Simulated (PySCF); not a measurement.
All values below come from ωB97X-D3(BJ)/def2-TZVP // PBE0-D3(BJ)/def2-TZVP in PySCF. Gas-phase values, no solvent. Delta-SCF ions had no search for a lower state. 

Reference species (SMILES): `C=C=C` (neutral, multiplicity 1).

```
Item                                       Result
--------------------------------------  ---------
HOMO                                    -10.16 eV
HOMO–LUMO gap                            12.68 eV
vertical ionisation energy (Delta-SCF)   10.16 eV
S1 oscillator strength                      0.000
```

After one change: the HOMO rises by 0.38 eV; the HOMO–LUMO gap drops by 0.75 eV; the vertical ionisation energy (Delta-SCF) drops by 0.55 eV; the S1 oscillator strength hardly moves.

**Question.** Which change was made? The new species is one of these.
A. `C=C=CCl`
B. `C=C=CC=C`
C. `C=C=[CH][GeH3]`
D. `C=C=CCF`

**Answer.** C, `C=C=[CH][GeH3]`
